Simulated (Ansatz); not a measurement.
Species: CH3 (charge +1, singlet). 
Geometry from a B3LYP-D3(BJ)/def2-TZVP (Ansatz, a quantum-chemistry and plane-wave program) optimisation:
```
C
H 1 1.0918
H 1 1.0918 2 120.00
H 1 1.0918 2 120.00 3 -180.00
```
Charge +1, spin multiplicity 1.

Basis-set convergence of Hartree-Fock and MP2 correlation energies (hartree) with Ansatz. Cores are frozen in the correlated levels unless marked. No spin-orbit coupling. Non-relativistic.

```csv
basis,functions,E(HF),"E(corr, MP2)"
def2-SVP,29,-39.20201,-0.10708
def2-TZVPP,73,-39.24835,-0.13119
def2-QZVPP,147,-39.25038,-0.14036
```

Extrapolating the two largest sets (X = 3 and 4) as X^-3: E(corr) = (64·(-0.14036) - 27·(-0.13119))/37 = -0.1471 Eh, an estimate of the basis-set limit. The largest set recovers 95.4 % of it, the smallest 72.8 %.
